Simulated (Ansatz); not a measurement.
```yaml
crystal:
  periodic: [false, false, false]
  atoms:
    - {symbol: Pt, position_ang: [0.000000, 0.000000, -1.610216]}
    - {symbol: C, position_ang: [0.000000, 0.000000, 0.232253]}
    - {symbol: O, position_ang: [0.000000, 0.000000, 1.377963]}
basis:
  gaussian: {orbitals: def2-TZVP}
hamiltonian: {xc: pbe0}
relax: {f_tol: 0.004, max_steps: 80}
```

```sh
$ ansatz run in.yaml --threads 1 --pin off --events-out ev --progress --plain --max-ram 2176MiB
```

Steps of the relaxation (energy above the last step; positions in Å, forces in eV/Å):

```
3
step 1, 91.8 meV
Pt    0.000    0.000   -1.610    0.000    0.000    2.140
C     0.000    0.000    0.232    0.000    0.000   -1.431
O     0.000    0.000    1.378    0.000    0.000   -0.709
```

```
3
step 2, 7.8 meV
Pt    0.000    0.000   -1.570    0.000    0.000    0.673
C     0.000    0.000    0.215    0.000    0.000   -0.912
O     0.000    0.000    1.355    0.000    0.000    0.238
```

```
3
step 3, 0.1 meV
Pt    0.000    0.000   -1.555    0.000    0.000   -0.084
C     0.000    0.000    0.206    0.000    0.000   -0.030
O     0.000    0.000    1.349    0.000    0.000    0.115
```

```
3
step 5, 0.0 meV
Pt    0.000    0.000   -1.557    0.000    0.000    0.000
C     0.000    0.000    0.207    0.000    0.000    0.003
O     0.000    0.000    1.350    0.000    0.000   -0.003
```

Close pairs at the end: C2–O3 1.143 Å, Pt1–C2 1.764 Å.

A stationary point of restricted PBE0 after 5 steps (its stability towards spin polarisation wasn't tested); no frequencies were run, so it isn't proven a minimum. 8 s on 1 thread of Intel Xeon 6975P-C, shared host.
